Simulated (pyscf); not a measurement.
Single points on ωB97X-D3(BJ)/def2-SVP structures (PySCF, gas phase).

### Question
Estimate by transition-state theory the rate constant of `[O][B]([F])[F]` [doublet] + `[H][H]` -> `[OH][B]([F])[F]` + `[H]` [doublet] (doublet surface; H–H broken, H–O formed) at 900 K, with ωB97M-D3(BJ)/def2-TZVP energies (ideal gas, 1 atm, RRHO with modes under 100 cm⁻¹ raised to 100, one conformer, R ln 2 for chiral ones without a mode under 150 cm⁻¹; no tunnelling).

### Answer
The electronic barrier is 4.6 kcal/mol and the thermal terms add +21.6, so ΔG‡ = 26.2 kcal/mol. With k_BT/h = 1.88e+13 s⁻¹ and RT = 1.788 kcal/mol, and a volume of 1.23e-19 cm³ per molecule at 1 atm, k = 1.0e-12 cm³ molecule⁻¹ s⁻¹. Wigner's tunnelling factor for 876i cm⁻¹ would be 1.08. A shift of 1 kcal/mol in the barrier changes k by a factor 1.7. This is the saddle that the search found; another between the same sides may lie lower. The angle at the transferred H is 161°.
